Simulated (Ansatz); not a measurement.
## 1T (CdI2-type) PtSe2

Computed with PBE-D3(BJ) (Ansatz, a first-principles code, PAW).

Settings: plane-wave cutoff 500 eV, 12×12×6 k mesh (along the axes of the cell as run), Fermi–Dirac smearing 0.05 eV, scalar-relativistic PAW data made under PBE.

Cell (relaxed at this level):

```yaml
crystal:
  lattice:
    - [-1.88582, -3.26633, 0.00000]
    - [-3.77163, 0.00000, 0.00000]
    - [0.00000, 0.00000, -4.82279]
  atoms:
    - { symbol: Pt, position: [0.00000, 0.00000, 0.00000] }
    - { symbol: Se, position: [0.66667, 0.66667, 0.26543] }
    - { symbol: Se, position: [0.33333, 0.33333, 0.73457] }
```

For 1T (CdI2-type) PtSe2, the volume per atom is 19.80 Å³/atom. The equilibrium lattice constant a is 3.772 Å and the c axis length comes out as 4.823 Å.

Measured, for comparison: lattice constant a 3.727 Å (temperature not stated, not corrected to a static lattice; as tabulated in Björkman (2014), arXiv:1406.2436); lattice parameter c 5.074 Å (temperature not stated, zero-point anharmonic expansion removed (computed with revB86b-DF2); no thermal correction; as tabulated in Björkman (2014), arXiv:1406.2436). Computed (rounded) less measured: lattice constant a +1.2 %, lattice parameter c -4.9 %.

Spin–orbit coupling is not included.

The computed numbers hold no vibrational or temperature effects.

Computing time: roughly 110 core-seconds.
